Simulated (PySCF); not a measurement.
Compound: CS₂.
SMILES: `S=C=S`

The calculation used PBE0-D3(BJ)/def2-SVP geometry optimisation, gas phase (PySCF).

Take the most abundant isotopes and a rigid rotor. 

(1) What are the moment of inertia and the rotational constant?

(2) List the first levels of a rigid rotor in a Σ state.

(3) Has it a pure rotational spectrum?

(4) Estimate the classical rotational partition function at 25 K, 298.15 K and 500 K.

## Answers

(1) I = 154.798 u·Å², B = 505379 MHz·u·Å²/I = 3265 MHz (0.1089 cm⁻¹, or 0.157 K as hB/k).

(2) E(J) = BJ(J+1): J = 1: 0.218, J = 2: 0.653, J = 3: 1.307, J = 4: 2.178, J = 5: 3.267, J = 6: 4.574 cm⁻¹. The exchanged nuclei have no spin, so only every second level exists.

(3) Not by electric dipole: D∞h allows no dipole (computed 0.00 D). Rotational Raman lines (ΔJ = 2) lie at B(4J + 6), spaced by 8B = 0.871 cm⁻¹ as every second level is missing.

(4) Point group D∞h, symmetry number σ = 2; q = kT/(σhB), k/h = 20836.6 MHz/K: 79.8 at 25 K, 951 at 298.15 K, 1600 at 500 K.

Whether it is a minimum is left open (no frequencies). These are rigid-rotor constants of the computed structure; measured ground-state constants (B0) also hold zero-point vibration.
